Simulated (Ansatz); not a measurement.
# AlH2OSi radical: one structure at several levels

One table from this session's results is given with a row withheld; the runs are named, their logs left out.

Method: single points in def2-TZVPP; program: Ansatz 0.2.0, Gaussian basis.

Cores are frozen in the correlated methods. Orbitals are unrestricted.

**The starting structure**

SMILES `[O]1[Al][SiH2]1`, 5 atoms, charge 0, spin multiplicity 2.

Atoms are counted from 1 here; the program's logs count them from 0.

Bond lengths: O1–Al2 1.767 Å, O1–Si3 1.607 Å, Al2–Si3 2.498 Å, Si3–H4 1.434 Å, Si3–H5 1.500 Å. Angles: Al2–O1–Si3 95.4°, O1–Al2–Si3 39.8°, O1–Si3–Al2 44.8°, O1–Si3–H4 110.1°, O1–Si3–H5 106.4°, Al2–Si3–H4 127.3°, Al2–Si3–H5 120.8°, H4–Si3–H5 110.2°.

Coordinates:

| atom | x (Å) | y (Å) | z (Å) |
| --- | --- | --- | --- |
| O1 | -0.19830 | -0.10770 | 1.11880 |
| Al2 | 1.36230 | -0.90300 | 1.35290 |
| Si3 | -0.05070 | 0.04870 | -0.47340 |
| H4 | -1.15630 | -0.58110 | -1.13510 |
| H5 | -0.04890 | 1.52130 | -0.75620 |

Set-up of the first run:

The input, run/in.yaml:

```yaml
crystal:
  periodic: [false, false, false]
  atoms:
    - {symbol: O, position_ang: [-0.198300, -0.107700, 1.118800]}
    - {symbol: Al, position_ang: [1.362300, -0.903000, 1.352900]}
    - {symbol: Si, position_ang: [-0.050700, 0.048700, -0.473400]}
    - {symbol: H, position_ang: [-1.156300, -0.581100, -1.135100]}
    - {symbol: H, position_ang: [-0.048900, 1.521300, -0.756200]}
basis:
  gaussian: {orbitals: def2-TZVPP}
magnetization: {spin_polarized: true, initial_magnetization: 1}
correlation: {method: ccsd_t}
scf: {omitted_lower_state_checks: [cluster_reference]}
output: {forces: true}
```

The command line of these runs was not kept.

Among the steps run: CCSD(T)/def2-TZVPP; PBE0-D4/def2-TZVPP; wB97M-V/def2-TZVPP; r2SCAN-D4/def2-TZVPP; PBE-D4/def2-TZVPP; BHLYP-D4/def2-TZVPP; BLYP-D4/def2-TZVPP.

One table of the session follows, with a row left open; its other results are not shown here.

```
   method  RMS force component (eV/Å)  angle to CCSD(T) forces (°)  dipole (D)
  CCSD(T)                       0.800                    reference        0.75
  PBE0-D4                       0.697                         10.8        0.73
  wB97M-V                       0.746                          2.9        0.97
r2SCAN-D4                       0.709                         11.3        0.66
   PBE-D4                           ?                            ?           ?
 BHLYP-D4                       0.732                         23.3        0.93
  BLYP-D4                       0.841                         15.9        0.82
```

Q: Estimate the row for PBE-D4 from the others.

The run gave: RMS force component (eV/Å): 0.801; angle to CCSD(T) forces (°): 19.3; dipole (D): 0.67. In the column «RMS force component (eV/Å)» it lies between CCSD(T) (0.800) and BLYP-D4 (0.841).
